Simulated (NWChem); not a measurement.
The numbers come from NWChem runs, not from measurements. System: BCl3, charge 0, spin multiplicity 1, at a geometry optimised with PBE0/def2-SVP. The structure started from a generated list of species. Level: G0W0@PBE/def2-TZVP, RI basis def2-tzvp-rifit.

The NWChem input:

```
start mol
memory heap 200 mb stack 700 mb global 1700 mb
geometry units angstroms nocenter noautoz
  B      0.000000     0.000000     0.000000
  Cl     0.000000     0.000000     1.742063
  Cl     1.508667     0.000000    -0.871031
  Cl    -1.508667     0.000000    -0.871031
  symmetry group C2v
end
basis spherical
  * library def2-tzvp
end
basis "ri basis" bse spherical
  * library def2-tzvp-rifit
end
dft
  xc xpbe96 cpbe96
  iterations 100
  direct
  tolerances tight
end
task dft energy
gw
  states alpha occ 4 vir 2
end
task dft gw
```

NWChem printed:

```
             Northwest Computational Chemistry Package (NWChem) 7.3.0
             --------------------------------------------------------

                                NWChem Input Module
                                -------------------

 Scaling coordinates for geometry "geometry" by  1.889725989
 (inverse scale =  0.529177249)

 Turning off AUTOSYM since
 SYMMETRY directive was detected!

                             Geometry "geometry" -> ""
                             -------------------------

 Output coordinates in angstroms (scale by  1.889725989 to convert to a.u.)

  No.       Tag          Charge          X              Y              Z
 ---- ---------------- ---------- -------------- -------------- --------------
    1 B                    5.0000     0.00000000     0.00000000     0.00000000
    2 Cl                  17.0000     0.00000000     0.00000000     1.74206300
    3 Cl                  17.0000     1.50866700     0.00000000    -0.87103100
    4 Cl                  17.0000    -1.50866700     0.00000000    -0.87103100

 Effective nuclear repulsion energy (a.u.)     229.5135857618

            Nuclear Dipole moment (a.u.)
            ----------------------------
        X                 Y               Z
 ---------------- ---------------- ----------------
     0.0000000000     0.0000000000     0.0000321253

      Symmetry information
      --------------------

 Group name             C2v
 Group number             16
 Group order               4
 No. of unique centers     3

      Symmetry unique atoms

     1    2    3


 Summary of "ao basis" -> "" (spherical)
 ------------------------------------------------------------------------------
       Tag                 Description            Shells   Functions and Types
 ---------------- ------------------------------  ------  ---------------------
 *                         def2-tzvp                  on all atoms

 new library libraries.bse/

 Summary of "ri basis" -> "" (spherical)
 ------------------------------------------------------------------------------
       Tag                 Description            Shells   Functions and Types
 ---------------- ------------------------------  ------  ---------------------
 *                      def2-tzvp-rifit               on all atoms

  pbe96 is a nonlocal functional; adding pw91lda local functional.

                                 NWChem DFT Module
                                 -----------------

 Summary of "ao basis" -> "ao basis" (spherical)
 ------------------------------------------------------------------------------
       Tag                 Description            Shells   Functions and Types
 ---------------- ------------------------------  ------  ---------------------
 B                         def2-tzvp                11       31   5s3p2d1f
 Cl                        def2-tzvp                13       37   5s5p2d1f

 Summary of "ao basis" -> "ao basis" (spherical)
 ------------------------------------------------------------------------------
       Tag                 Description            Shells   Functions and Types
 ---------------- ------------------------------  ------  ---------------------
 B                         def2-tzvp                11       31   5s3p2d1f
 Cl                        def2-tzvp                13       37   5s5p2d1f

      Symmetry analysis of basis
      --------------------------

        a1         55
        a2         18
        b1         41
        b2         28
[...]
  ----- ------------  ---------------      ----- ------------  ---------------
    46      0.336184  2 Cl px                85     -0.291146  3 Cl pz
   122      0.291146  4 Cl pz                49      0.215622  2 Cl px
    88     -0.186737  3 Cl pz               125      0.186737  4 Cl pz
    83     -0.168093  3 Cl px               120     -0.168093  4 Cl px
    43      0.159891  2 Cl px                82     -0.138470  3 Cl pz

 Vector   29  Occ=0.000000D+00  E=-9.673904D-02  Symmetry=b2
              MO Center= -1.7D-14, -8.5D-16, -1.1D-06, r^2= 2.8D+00
   Bfn.  Coefficient  Atom+Function         Bfn.  Coefficient  Atom+Function
  ----- ------------  ---------------      ----- ------------  ---------------
    10      0.527189  1 B  py                 7      0.426329  1 B  py
    50     -0.249340  2 Cl py                87     -0.249342  3 Cl py
   124     -0.249342  4 Cl py                13      0.232393  1 B  py
    47     -0.186582  2 Cl py                84     -0.186582  3 Cl py
   121     -0.186582  4 Cl py                44     -0.100393  2 Cl py

 Vector   30  Occ=0.000000D+00  E=-5.299089D-04  Symmetry=a1
              MO Center= -2.0D-15, -1.4D-15,  1.1D-05, r^2= 5.0D+00
   Bfn.  Coefficient  Atom+Function         Bfn.  Coefficient  Atom+Function
  ----- ------------  ---------------      ----- ------------  ---------------
     4      1.369708  1 B  s                  5      0.875829  1 B  s
    36     -0.621777  2 Cl s                 73     -0.621780  3 Cl s
   110     -0.621780  4 Cl s                 51      0.518285  2 Cl pz
    86      0.448843  3 Cl px               123     -0.448843  4 Cl px
    88     -0.259140  3 Cl pz               125     -0.259140  4 Cl pz

 Vector   31  Occ=0.000000D+00  E= 2.938418D-02  Symmetry=a1
              MO Center= -9.7D-14, -2.9D-17, -1.2D-05, r^2= 5.9D+00
   Bfn.  Coefficient  Atom+Function         Bfn.  Coefficient  Atom+Function
  ----- ------------  ---------------      ----- ------------  ---------------
     5      2.180263  1 B  s                  4     -1.943832  1 B  s
    36     -0.174288  2 Cl s                 73     -0.174285  3 Cl s
   110     -0.174285  4 Cl s                 51     -0.167555  2 Cl pz
    86     -0.145104  3 Cl px               123      0.145104  4 Cl px
    48     -0.129665  2 Cl pz                83     -0.112295  3 Cl px

 center of mass
 --------------
 x =   0.00000000 y =   0.00000000 z =   0.00000057

 moments of inertia (a.u.)
 ------------------
         568.457274048580           0.000000000000           0.000000000000
           0.000000000000        1136.911892220057           0.000000000000
           0.000000000000           0.000000000000         568.454618171478

     Multipole analysis of the density
     ---------------------------------

     L   x y z        total         alpha         beta         nuclear
     -   - - -        -----         -----         ----         -------
     0   0 0 0      0.000000    -28.000000    -28.000000     56.000000

     1   1 0 0      0.000000      0.000000      0.000000      0.000000
     1   0 1 0     -0.000000     -0.000000     -0.000000      0.000000
     1   0 0 1      0.000006     -0.000013     -0.000013      0.000032

     2   2 0 0    -31.757032   -154.054757   -154.054757    276.352483
     2   1 1 0     -0.000000     -0.000000     -0.000000      0.000000
     2   1 0 1      0.000000      0.000000      0.000000      0.000000
     2   0 2 0    -31.291367    -15.645683    -15.645683      0.000000
     2   0 1 1      0.000000      0.000000      0.000000      0.000000
     2   0 0 2    -31.757028   -154.055401   -154.055401    276.353774

 Task  times  cpu:        8.5s     wall:        8.5s

                                NWChem Input Module
                                -------------------

                                 NWChem GW Module
                                 ----------------

                             ***********************
                             ***        GW       ***
                             ***********************

 Summary of "ri basis" -> "ri basis" (spherical)
 ------------------------------------------------------------------------------
       Tag                 Description            Shells   Functions and Types
 ---------------- ------------------------------  ------  ---------------------
 B                      def2-tzvp-rifit             22       76   8s6p4d3f1g
 Cl                     def2-tzvp-rifit             29      113   9s7p6d5f2g

                 Memory Information
                 ------------------
          Available GA per process is          1699.8 MBs
          Available stack per process is        700.0 MBs
          Available heap per process is           0.0 MBs

          Peak memory in Initialization
              Peak GA per process is                 14.9 MBs
              Peak stack per process is               0.2 MBs
              Peak heap per process is               15.6 MBs
              Memory not in MA per process            0.0 MBs

          Peak memory in AFF Calculation
              Peak GA per process is                101.2 MBs
              Peak stack per process is              77.7 MBs
              Peak heap per process is                0.0 MBs
              Memory not in MA per process           77.7 MBs

          Computing 2-center integrals
          Computing Inverse Cholesky factor
          Computing 3-center integrals
          Computing V_xc ...

          Computing Sigma_x
          Computing RPA polarizability
          Solving quasiparticle equations

                  Alpha Orbitals
          State     Energy (eV)     Error (eV)
          -----------------------------------
@GW        25        -11.699           0.002
@GW        26        -11.461           0.002
@GW        27        -11.461           0.002
@GW        28        -10.862           0.002
@GW        29          0.215           0.002
@GW        30          2.833           0.002

   Applying  -3.2050 eV scissor-shift to rest of particle states

   Applying   2.8469 eV scissor-shift to rest of hole states

     GW Timing Statistics
   ------------------------
   Init.   :          0.1s
     ERIs  :          1.2s
     Distr.:          0.0s
     Vxc   :          0.1s
   Sigma_x :          0.0s
   RPA     :          4.9s
   Wmn     :          0.1s
   Sigma_c :          0.0s
   GW total:          6.3s

 Task  times  cpu:        6.3s     wall:        6.3s

 Total times  cpu:       14.8s     wall:       14.8s
```
